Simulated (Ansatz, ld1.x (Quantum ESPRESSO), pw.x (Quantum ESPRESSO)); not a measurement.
Be: does the RRKJ potential hold in the solid?

```json
{"Element": "Be (Z = 4)", "Generator": "ld1.x (Quantum ESPRESSO) 7.5", "Type": "norm-conserving RRKJ (Kleinman–Bylander form)", "Functional": "PBEsol", "Relativity": "scalar-relativistic", "Frozen core": "[He]", "Valence charge": "2", "Reference configuration": "2s2 2p0", "Partial waves": "2p (bound, empty): rc 4.20 bohr; 3d channel at 0.45 Ry: rc 3.90 bohr; 2s (bound): rc 1.60 bohr", "Local potential": "the s channel", "Core correction": "none", "rho0": "0.005"}
```

Crystal test: sc Be in pw.x 7.5, no spin, 15³ k-points, Fermi–Dirac smearing 0.01 Ry, cutoffs 40/160 Ry. The reference is all-electron LAPW (Ansatz 0.2.0) with the same functional, mesh and smearing; V0 and B0 come from Birch–Murnaghan fits to the pressures at five volumes. Errors are pseudo minus all-electron; Δ is the rms difference of the E(V) curves that follow from these fits, minima aligned, over ±6 % about the mean V0. Mesh and smearing are coarse, so the numbers serve the comparison and aren't converged zero-temperature values; the lattice is a test structure that the element need not adopt.

```tsv
V (Å³/atom)	P all-electron (GPa)	P pseudo (GPa)
9.549	5.22	-26.60
9.801	2.90	-26.63
10.052	0.82	-26.61
10.303	-1.04	-26.55
10.555	-2.73	-26.46
```

All-electron: a0 = 2.166 Å (V0 = 10.16 Å³/atom), B0 = 76.1 GPa.

Pseudopotential: mean pressure error (GPa): -27.61. The pressure does not cross zero within the volumes sampled, so no fit is given. The largest radius (4.20 bohr) exceeds half the bond length (2.04 bohr), so the spheres overlap, which is one possible source of error among others. This is a poor potential for the solid. The pseudo pressure rises with volume over part of the range, a mechanical instability.

**Question.** At the middle volume, how do free energy and pressure move when the wave cutoff is lowered (ecutrho kept at four times it)?

**Answer.**

```csv
cutoff (Ry),shift of F (meV/atom),shift of P (GPa)
18,+8.8,+0.09
24,+7.6,-0.02
32,+2.6,-0.11
```

The run at the middle volume (120 k-points, 5 iterations) took about 2.5 s on one core of a shared host (Neoverse-V1, 32 threads, 247 GiB, load 21).
